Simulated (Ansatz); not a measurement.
# AlSiH+ (quartet): the correlation ladder, def2-TZVPP

An exercise on one series of results from a longer session: the logs are not shown, and one member is left open.

Method: def2-TZVPP, core rule «outside noble gas», up to 10 orbitals frozen; program: Ansatz 0.2.0, Gaussian basis.

Plan: UHF; ROHF; CCSD(T) on UHF.

2 further runs of the same task are left out: 2 set aside as unsound or not needed.

## The system

The geometry is a PBE0/def2-TZVP stationary point (not a proven minimum) of the parent state, kept for this charge and spin.

3 atoms, charge 1, spin multiplicity 4.

Atoms are counted from 1 here; the program's logs count them from 0.

Bond lengths: Si1–Al2 2.390 Å, Si1–H3 1.598 Å. Angles: Al2–Si1–H3 57.3°.

Set-up of the first run:

Contents of in.yaml:

```yaml
crystal:
  periodic: [false, false, false]
  atoms:
    - {symbol: Si, position_ang: [0.000000, -0.035961, 1.165412]}
    - {symbol: Al, position_ang: [0.000000, -0.011793, -1.224879]}
    - {symbol: H, position_ang: [0.000000, 1.317723, 0.315431]}
basis:
  gaussian: {orbitals: def2-TZVPP}
total_charge: 1
magnetization: {spin_polarized: true, initial_magnetization: 3}
hamiltonian: {xc: hf}
output: {orbitals: {seedname: orbitals}}
```

On the command line:

```bash
$ ansatz run in.yaml --threads 1 --pin off --events-out ev --progress --plain --max-ram 4096MiB --backend cpu
```

Steps of the session up to this table: UHF; ROHF; CCSD(T) on UHF.

One of the session's tables, all rows but one given; the rest of the session is left out.

It belongs to the step «Misses and costs». 

| method | from UCCSD(T) (kcal/mol) |
| --- | --- |
| ROHF | ? |
| UHF | +89.79 |
| UMP2 | +21.43 |
| UCCSD | +4.37 |
| UCCSD(T) | 0 |

Q: Estimate the row for ROHF from the others.

The run gave: from UCCSD(T) (kcal/mol): +94.13. In the column «from UCCSD(T) (kcal/mol)» it is the highest.
